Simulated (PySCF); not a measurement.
Bond curve of Al₂⁺

Set-up: Al 6-311G(d,p); no relativity (PySCF 2.14). Energies in eV from Al⁺ + Al in their ground configurations at the same level. State: ²Σg⁺ (doublet), unpaired electrons σ ↑.

```tsv
R (Å)	ROHF-MP2	ROHF-SCS-MP2	PBE
2.789	-1.090	-1.054	-1.403
2.919	-1.199	-1.166	-1.520
3.048	-1.255	-1.225	-1.587
3.146	-1.273	-1.245	-1.613
3.243	-1.276	-1.249	-1.625
3.340	-1.267	-1.242	-1.625
3.470	-1.241	-1.217	-1.613
3.632	-1.193	-1.171	-1.583
3.827	-1.122	-1.100	-1.534
4.086	-1.015	-0.994	-1.460
```

Question: Put a parabola through the three lowest points of the ROHF-MP2 curve and estimate Re, k and ωe (reduced mass 13.49 u; 1 eV/Å² = 0.16022 mdyn/Å; ωe = 1302.8·√(k/μ) cm⁻¹).

Answer: Through R = 3.146, 3.243, 3.34 Å the second-order coefficient is 0.638 eV/Å², so Re ≈ 3.219 Å, k ≈ 0.204 mdyn/Å and ωe ≈ 160 cm⁻¹. A polynomial fit of higher order to the unrounded ROHF-MP2 energies gives Re = 3.213 Å, k = 0.216 mdyn/Å, ωe = 165 cm⁻¹; anharmonicity and rounding make the difference.

The higher-order fit for each curve: ROHF-MP2: Re = 3.213 Å, ωe = 165 cm⁻¹, De = 1.28 eV; ROHF-SCS-MP2: Re = 3.225 Å, ωe = 164 cm⁻¹, De = 1.25 eV; PBE: Re = 3.293 Å, ωe = 144 cm⁻¹, De = 1.63 eV.

Correlated steps freeze 10 core orbitals. The state is the lowest determinant that a PBE0 search found; another state may lie lower at other levels.
